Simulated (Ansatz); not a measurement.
System: OF, charge 0, multiplicity 2. 
Geometry from a B3LYP-D3(BJ)/def2-TZVP (Ansatz, a program for electronic structure) optimisation:
SMILES: [O]F
```xyz
2

O      0.0000     0.0000    -0.7142
F      0.0000     0.0000     0.6348
```
Charge 0, spin multiplicity 2.

Computed values are from Ansatz. Valence correlation only, unless marked. Open shells are spin-unrestricted. Spin-orbit coupling is left out. Non-relativistic. CBS marks a two-point X^-3 extrapolation of the correlation energy; Hartree-Fock from the larger set (for Q and 5 zeta extrapolated as (X+1)exp(-9√X)).

The atomisation energy De is 217.9 kJ/mol at CCSD(T)/CBS(cc-pVQZ,cc-pV5Z), the total energy is -174.7582 Eh at CCSD(T)/CBS(cc-pVQZ,cc-pV5Z) and the dipole moment comes out as 0.01 D at CCSD(T)/aug-cc-pVDZ. The T1 diagnostic is 0.029 at CCSD/cc-pV5Z.
